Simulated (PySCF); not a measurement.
Molecule: 1,1,2,2-tetrafluoroethene, C2F4, net charge 0, singlet state. 
Geometry from a B3LYP-D3(BJ)/def2-TZVP (Ansatz) optimisation:
```
C
F 1 1.3190
F 1 1.3190 2 113.18
C 1 1.3209 2 123.41 3 180.00
F 4 1.3190 1 123.41 2 -180.00
F 4 1.3190 5 113.18 1 180.00
```

Dispersion corrections to the total energy (kcal/mol) from the dftd3 and dftd4 libraries through PySCF: D3(BJ) without and D4 with the three-body term, each with the damping fitted for the functional named.

| functional | D3(BJ) | D4 |
|---|---|---|
| TPSSh | ? | -2.59 |
| revPBE | -5.01 | -7.83 |
| CAM-B3LYP | -1.33 | ? |
| BLYP | -3.97 | -4.85 |
| HSE06 | -1.10 | -1.59 |
| PBE | ? | -2.11 |
| LC-wPBE | -1.65 | -2.32 |

Q: Fill in the missing entries.

A: 
- TPSSh, D3(BJ): -2.08
- CAM-B3LYP, D4: -1.71
- PBE, D3(BJ): -1.87
